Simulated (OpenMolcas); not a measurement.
# BClO (boron chloride oxide): the energy, rung by rung

The species is BClO (3 atoms), meant as a singlet with charge 0. As SMILES, `O=BCl`. The shape is that of a GFN2-xTB optimisation.

```tsv
atom	x (Å)	y (Å)	z (Å)
O	1.0196	0.6062	0.6270
B	0.1131	0.0666	0.0695
Cl	-1.1326	-0.6728	-0.6965
```

Each level gives the energy change with the B2–Cl3 bond stretched from 1.639 to 2.458 Å (eV). The values are calculated.

```
                     level                   kind     program  value (eV)  less FCI/STO-3G
    HF/STO-3G (restricted)           Hartree–Fock  OpenMolcas        3.65            +1.10
 SVWN5/STO-3G (restricted)                    LDA  OpenMolcas        3.11            +0.56
   PBE/STO-3G (restricted)                    GGA  OpenMolcas        2.80            +0.25
r2SCAN/STO-3G (restricted)               meta-GGA  OpenMolcas        2.98            +0.43
 B3LYP/STO-3G (restricted)          global hybrid  OpenMolcas        2.87            +0.32
B2PLYP/STO-3G (restricted)          double hybrid  OpenMolcas        2.95            +0.40
   MP2/STO-3G (restricted)    perturbation theory  OpenMolcas        3.01            +0.46
  CISD/STO-3G (restricted)  coupled cluster or CI  OpenMolcas        2.82            +0.27
                FCI/STO-3G     exact in the basis  OpenMolcas        2.55             0.00
```

FCI/STO-3G is exact within its basis and frozen core, so for wave-function methods in that basis the difference is their error; functionals converge differently with the basis, so for them it is only a difference. Spin-restricted single references rise too steeply as a bond breaks, Hartree–Fock most of all. The first shape isn't each level's own minimum. The values span 2.55 to 3.65 eV. All rows use very small basis sets, so even the best lies far from the true value.
